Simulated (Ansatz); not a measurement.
One starting cell of NaF (a generated trial cell of NaF in the rocksalt structure type) was relaxed twice with Ansatz (plane waves, PAW, scalar-relativistic): with r2SCAN at 500 eV and with PBE at 420 eV. The r2SCAN result:

NaF has the cubic space group Fm-3m (No. 225), the rock salt structure, Pearson symbol cF8. Conventional cell: a = b = c = 4.5945 Å, α = β = γ = 90.00°. F on 4a is surrounded by 6 Na at 2.297 Å (octahedral). Na on 4b sees 6 F at 2.297 Å (octahedral). (Neighbours: up to the widest gap in distance over summed covalent radii, below 1.35, at either atom; cation-cation and far metal-metal contacts left out.)
(The calculation used a cell of 2 atoms; values per cell refer to that cell.)

| quantity | r2SCAN | PBE |
|---|---|---|
| space group | Fm-3m | Fm-3m |
| volume (Å³/atom) | 12.12 | [?] |
| a (Å) | 4.595 | [?] |
| gap (eV, no spin-orbit coupling) | 7.28 | [?] |

What does PBE give for the same quantities?


- volume (Å³/atom), PBE: 12.99
- a (Å), PBE: 4.702
- gap (eV, no spin-orbit coupling), PBE: 6.09

Both levels end in the same structure; PBE's volume is 7.2 % larger; its gap is 1.19 eV smaller. Neither column is exact.

No spin polarisation in the result.

Measured for NaF: a 4.582 Å (static lattice; corrected from measurement; as listed in Daniel Mejia-Rodriguez, S. B. Trickey, Phys. Rev. B (2018)). Computed minus measured — a: r2SCAN +0.3 %, PBE +2.6 %. The computed values are for a static lattice.

The run could not lose the symmetry of its start; a randomly shaken copy of 2 atoms returns to this structure.

All atoms sit on sites fixed by symmetry, so only the cell could relax.

Ansatz is a program for electronic structure.
